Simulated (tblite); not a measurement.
Species: C₄H₈P (charge +1).
Numbering: `[CH:1]#[C:2][CH2:3][PH2+:4][CH3:5]` (hydrogens: H6 on C1; H7, H8 on C3; H9, H10 on P4; H11, H12, H13 on C5)

The geometry is computed with GFN2-xTB (gas phase).

Question: What internal coordinates does the optimisation give?

Answer: 
| bond | length (Å) | order |
| --- | --- | --- |
| C1≡C2 | 1.197 | triple |
| C2–C3 | 1.454 | single |
| C3–P4 | 1.817 | single |
| P4–C5 | 1.798 | single |
| C1–H6 | 1.051 | single |
| C3–H7, C3–H8 | 1.097 | single |
| P4–H9, P4–H10 | 1.376 | single |
| C5–H11, C5–H12, C5–H13 | 1.092 | single |

Bonds in one row agree within 0.01 Å and their mean is given. Orders are formal, as drawn. A selection of angles:
| angle | degrees |
| --- | --- |
| C2–C1–H6 | 178.3 |
| C1–C2–C3 | 179.3 |
| C2–C3–P4 | 108.6 |
| C2–C3–H7 | 110.1 |
| P4–C3–H7 | 109.8 |
| H7–C3–H8 | 108.8 |
| C3–P4–C5 | 112.1 |
| C3–P4–H9 | 108.8 |
| C5–P4–H9 | 109.3 |
| H9–P4–H10 | 106.0 |
| P4–C5–H11 | 110.5 |
| H11–C5–H12 | 109.1 |

Torsions: C2–C3–P4–C5 59° (synclinal). The mirror-image conformer, all signs reversed, is as good.

P4 (phosphonium phosphorus) is distorted tetrahedral (angles from 106.0° to 112.1°). The 2 C–C bonds span 1.197 Å (C1≡C2, drawn triple) to 1.454 Å (C2–C3, drawn single), a spread of 0.257 Å. Of the pairs four or more bonds apart, C2···H13 is among the closest relative to their van der Waals radii: 2.99 Å, 103 % of the sum of Bondi's values.

Point group: C1 (no symmetry element, even within 0.4 Å). Its GFN2-xTB frequencies are all real (lowest 74 cm⁻¹).
